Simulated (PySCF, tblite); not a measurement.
# H₂MgNO radical, a cluster model of a defect (magnesium hydroxide): EPR parameters

Wanted: the EPR parameters for `[NH][Mg][OH]`. It is drawn as: nitrogen radical.

Programs: tblite 0.8.0 and PySCF 2.14.0. All values are calculated, for the isolated system unless a continuum is named. Atoms count from 0, parts from 1.

### Step 1. Starting point

5 atoms, charge 0, multiplicity 2; geometry: distance geometry start.

### Step 2. Geometry optimisation with GFN2-xTB

The job: settings as JSON, then the geometry in Å.

```
{"job": {"kind": "relax", "xc": "GFN2-xTB", "basis": "xTB"}, "charge": 0, "multiplicity": 2}
O     -2.972623     1.503578     0.840094
Mg    -1.357218     1.964767     0.205034
N      0.165369     2.376884    -0.701299
H     -3.453756     0.699764     0.616158
H      0.522882     1.817057    -1.482780
```

Level: GFN2-xTB geometry optimisation, gas phase.

Run with:

```
$ OMP_NUM_THREADS=1 python cluster_run.py task.json out
```

The driver reads the jobs from task.json and runs them one after another.

The program printed:

```text
step      E/eV     max force
  0    -229.52304    1.353
  1    -229.56119    0.717
  2    -229.58030    0.343
  3    -229.58567    0.383
  4    -229.59443    0.544
  5    -229.61727    0.712
  6    -229.64007    0.797
  7    -229.64963    0.391
  8    -229.65224    0.154
  9    -229.65312    0.159
 10    -229.65635    0.184
 11    -229.65882    0.168
 12    -229.66269    0.226
 13    -229.66577    0.231
 14    -229.66934    0.244
 15    -229.67338    0.283
 16    -229.67806    0.297
 17    -229.68620    0.286
 18    -229.69374    0.180
 19    -229.69685    0.240
 20    -229.69752    0.326
 21    -229.70058    0.214
 22    -229.70356    0.170
 23    -229.70806    0.189
 24    -229.71155    0.243
 25    -229.70829    0.800
 26    -229.71681    0.218
 27    -229.71840    0.171
 28    -229.72020    0.199
 29    -229.72070    0.041
 30    -229.72083    0.033
 31    -229.72086    0.032
 32    -229.72090    0.028
 33    -229.72098    0.020
 34    -229.72104    0.026
 35    -229.72108    0.031
 36    -229.72111    0.028
 37    -229.72116    0.023
 38    -229.72124    0.019
 39    -229.72133    0.015
 40    -229.72138    0.007
```

It took 0.46 s on 1 thread of Arm Neoverse N1, shared host.

Relaxation path: (not every step is listed)

```tsv
step	energy from step 0 (eV)	largest force (eV/Å)
0	0.0000	1.3531
1	-0.0382	0.7160
2	-0.0573	0.3431
3	-0.0626	0.3834
4	-0.0714	0.5444
5	-0.0942	0.7120
6	-0.1170	0.7975
7	-0.1266	0.3910
8	-0.1292	0.1537
10	-0.1333	0.1845
12	-0.1396	0.2258
14	-0.1463	0.2443
16	-0.1550	0.2971
18	-0.1707	0.1801
20	-0.1745	0.3263
22	-0.1805	0.1709
24	-0.1885	0.2433
26	-0.1938	0.2184
28	-0.1972	0.1994
30	-0.1978	0.0326
32	-0.1979	0.0278
34	-0.1980	0.0269
35	-0.1980	0.0310
36	-0.1981	0.0274
37	-0.1981	0.0233
38	-0.1982	0.0187
39	-0.1983	0.0148
40	-0.1983	0.0065
```

Close pairs (by a distance rule), those that changed most:

```tsv
bond	before (Å)	after (Å)	change (Å)
O0–Mg1	1.796	1.714	-0.082
Mg1–N2	1.819	1.869	+0.050
O0–H3	0.963	0.950	-0.013
N2–H4	1.026	1.014	-0.011
```

### Step 3. Optimising the geometry at PBE0-D3(BJ)/def2-SVP

The job: settings as JSON, then the geometry in Å.

```
{"job": {"xc": "PBE0", "basis": "def2-SVP", "d3": "d3bj", "grid": 2, "kind": "geom", "shake": 0.01}, "charge": 0, "multiplicity": 2}
O     -1.288706    -0.277790     0.797418
Mg     0.086305     0.718626     0.635485
N      1.486244     0.626030    -0.589313
H     -1.746450    -0.991744     0.427223
H      1.487556    -0.111947    -1.291519
```

The program printed:

```text
step   0  E = -330.77902822  max force = 0.029123
step   1  E = -330.78869861  max force = 0.018533
step   2  E = -330.79664869  max force = 0.011625
step   3  E = -330.80484862  max force = 0.009257
step   4  E = -330.80623697  max force = 0.023708
step   5  E = -330.80859461  max force = 0.006661
step   6  E = -330.80932453  max force = 0.003287
step   7  E = -330.80949322  max force = 0.002333
step   8  E = -330.80970633  max force = 0.001697
step   9  E = -330.80979806  max force = 0.001715
step  10  E = -330.80984275  max force = 0.000865
step  11  E = -330.80985058  max force = 0.000580
step  12  E = -330.80986383  max force = 0.000964
step  13  E = -330.80989660  max force = 0.001840
step  14  E = -330.80996520  max force = 0.002070
step  15  E = -330.80943159  max force = 0.023241
step  16  E = -330.81002481  max force = 0.003729
step  17  E = -330.81002679  max force = 0.003813
step  18  E = -330.81006783  max force = 0.000284
step  19  E = -330.81006809  max force = 0.001823
step  20  E = -330.81007588  max force = 0.000727
step  21  E = -330.81007795  max force = 0.000285
optimisation converged
```

Run time: 56 s. Hardware: 1 thread of Arm Neoverse N1, shared host; peak memory 0.3 GiB.

Step by step: (the energy doesn't fall at every step)

```tsv
step	energy from step 0 (eV)	largest force component (eV/Å)
0	0.0000	1.4976
1	-0.2631	0.9530
2	-0.4795	0.5978
3	-0.7026	0.4760
4	-0.7404	1.2191
5	-0.8045	0.3425
6	-0.8244	0.1690
7	-0.8290	0.1200
8	-0.8348	0.0873
9	-0.8373	0.0882
10	-0.8385	0.0445
11	-0.8387	0.0298
12	-0.8391	0.0496
13	-0.8400	0.0946
14	-0.8418	0.1064
15	-0.8273	1.1951
16	-0.8435	0.1918
17	-0.8435	0.1961
18	-0.8446	0.0146
19	-0.8446	0.0937
20	-0.8448	0.0374
21	-0.8449	0.0147
```

Close pairs (by a distance rule), those that changed most:

```tsv
bond	before (Å)	after (Å)	change (Å)
Mg1–N2	1.862	1.929	+0.067
O0–Mg1	1.706	1.762	+0.056
O0–H3	0.925	0.951	+0.025
N2–H4	1.019	1.025	+0.006
```

The next job starts from the end point, and lists it.

```tsv
at the end point	value
rotational constants (GHz, main isotopes)	846.4, 4.362, 4.340
dipole moment (D)	1.11
⟨S²⟩	0.754
```

### Step 4. g tensor and hyperfine couplings: B3LYP/def2-TZVP-core+IGLO-III+pcH-1

The job: settings as JSON, then the geometry in Å.

```
{"job": {"kind": "epr"}, "charge": 0, "multiplicity": 2}
O     -1.500996    -0.562502     0.778381
Mg    -0.013804     0.015896     0.031626
N      1.623075     0.775063    -0.651628
H     -2.279057    -0.777647     1.280672
H      2.195734     0.512365    -1.459757
```

With the program's defaults for keys left out, this is: UKS B3LYP, IGLO-III on N O, def2-TZVP-core on Mg, pcH-1 on H, non-relativistic, mean-field spin-orbit, GIAO.

The program printed:

```text
UKS, coarse grid
  cycle   1  E = -331.13512018  |g| = 7.31e-01
  cycle   2  E = -330.04156369  |g| = 1.68e+00
  cycle   3  E = -331.31240255  |g| = 1.90e-01
  cycle   4  E = -331.31884032  |g| = 1.67e-01
  cycle   5  E = -331.33103974  |g| = 1.20e-02
  cycle   6  E = -331.33109880  |g| = 3.82e-03
  cycle   7  E = -331.33110690  |g| = 7.20e-04
UKS, final grid
  cycle   1  E = -331.33113222  |g| = 7.06e-04
  cycle   2  E = -331.33113201  |g| = 1.11e-03
  cycle   3  E = -331.33113254  |g| = 1.25e-04
  cycle   4  E = -331.33113256  |g| = 7.67e-05
  cycle   5  E = -331.33113256  |g| = 5.89e-05
  cycle   6  E = -331.33113257  |g| = 7.12e-06
E = -331.33113257 Eh   <S^2> = 0.7543 (exact 0.7500)
g shifts (ppm)      1          2          3
  rmc          -189       -189       -189
  gc             -6         41         35
  oz_so          86       2014      16962
  total        -109       1866      16808
hyperfine (MHz)  atom isotope    a_iso     a_fc   dipolar eigenvalues
    0   17O       2.15       2.15     -0.56      0.03      0.53
    1  25Mg      14.88      14.88     -1.34      0.04      1.31
    2   14N      24.52      24.18    -41.42    -38.02     79.44
    3    1H      -0.83      -0.84     -0.94     -0.76      1.69
    4    1H     -56.20     -56.54    -51.29     -8.17     59.46
```

It took 13 s on 1 thread of Arm Neoverse N1, shared host; peak memory 0.41 GiB.

Principal g values 2.00221, 2.00419, 2.01913; g(iso) = 2.00851, against 2.00232 for a free electron.

Hyperfine couplings, nucleus by nucleus at this fixed geometry (no averaging over rotations):

```tsv
nuclei	isotope	a(iso) (MHz)	a(iso) (G, at g = 2.0023)	largest dipolar term (MHz)
H4	1H	-56.2	-20.1	59.5
N2	14N	24.5	8.8	79.4
Mg1	25Mg	14.9	5.3	-1.3
O0	17O	2.1	0.8	-0.6
H3	1H	-0.8	-0.3	1.7
```

Mulliken spin populations:

```tsv
atom	value (e)
O0	0.00
Mg1	0.00
N2	1.04
H3	0.00
H4	-0.04
```

In first order the couplings over 0.8 MHz of 1H, 14N give 12 distinct lines over 37.9 G.

### Step 5. EPR parameters: BHandHLYP/def2-TZVP-core+IGLO-III+pcH-1

Same as in step 4 but for these lines:

```diff
@@ -1,2 +1,2 @@
-{"job": {"kind": "epr"}, "charge": 0, "multiplicity": 2}
+{"job": {"kind": "epr", "xc": "BHandHLYP"}, "charge": 0, "multiplicity": 2}
 O     -1.500996    -0.562502     0.778381
```

Level: UKS BHandHLYP, IGLO-III on N O, def2-TZVP-core on Mg, pcH-1 on H, non-relativistic, mean-field spin-orbit, GIAO.

The program printed:

```text
UKS, coarse grid
  cycle   1  E = -331.10146736  |g| = 6.03e-01
  cycle   2  E = -330.96206428  |g| = 8.60e-01
  cycle   3  E = -331.23669372  |g| = 4.96e-02
  cycle   4  E = -331.23758374  |g| = 2.72e-02
  cycle   5  E = -331.23790996  |g| = 5.56e-03
  cycle   6  E = -331.23793858  |g| = 1.98e-03
  cycle   7  E = -331.23794705  |g| = 7.50e-04
UKS, final grid
  cycle   1  E = -331.23796368  |g| = 5.17e-04
  cycle   2  E = -331.23796408  |g| = 4.63e-04
  cycle   3  E = -331.23796423  |g| = 2.29e-04
  cycle   4  E = -331.23796439  |g| = 7.52e-05
  cycle   5  E = -331.23796440  |g| = 1.75e-05
E = -331.23796440 Eh   <S^2> = 0.7554 (exact 0.7500)
g shifts (ppm)      1          2          3
  rmc          -190       -190       -190
  gc             -8         41         34
  oz_so          95       1938      22302
  total        -103       1789      22147
hyperfine (MHz)  atom isotope    a_iso     a_fc   dipolar eigenvalues
    0   17O       1.91       1.91     -0.28     -0.13      0.41
    1  25Mg      15.79      15.80     -1.32      0.11      1.21
    2   14N      32.98      32.50    -40.96    -37.17     78.13
    3    1H      -0.74      -0.74     -0.86     -0.74      1.60
    4    1H     -63.41     -63.86    -52.31     -8.39     60.71
```

Wall time 13 s (1 thread of Arm Neoverse N1, shared host); peak memory 0.42 GiB.

In short: g(iso) 2.01026.

### Step 6. Run by run: EPR parameters

g, ⟨S²⟩ and isotropic hyperfine couplings (MHz), with basis size and wall time:

```tsv
run	g(iso)	⟨S²⟩	1H H4	14N N2	25Mg Mg1	17O O0	1H H3	functions	time
B3LYP/def2-TZVP-core+IGLO-III+pcH-1	2.00851	0.754	-56.2	24.5	14.9	2.1	-0.8	146	13 s
BHandHLYP/def2-TZVP-core+IGLO-III+pcH-1	2.01026	0.755	-63.4	33.0	15.8	1.9	-0.7	146	13 s
```

### Step 7. Results

| quantity | value |
| --- | --- |
| rotational constants (main isotopes) | 846.44, 4.36, 4.34 GHz |
| g(iso) (B3LYP) | 2.00851 |
| ⟨S²⟩ | 0.754 (exact 0.75) |
| largest a(iso) | 1H on H4, -56.2 MHz |

**Reading.** The optimisation took 21 steps and gained 0.845 eV; among the close pairs (by a distance rule), Mg1–N2 changed most, from 1.862 to 1.929 Å (PBE0/def2-SVP). Most of the unpaired spin sits on N2 (1.04 e). The isotropic g lies 6.2 ppt above the free-electron value. The coupling of 1H on H4 runs from -63.4 (BHandHLYP/def2-TZVP-core+IGLO-III+pcH-1) to -56.2 MHz (B3LYP/def2-TZVP-core+IGLO-III+pcH-1).
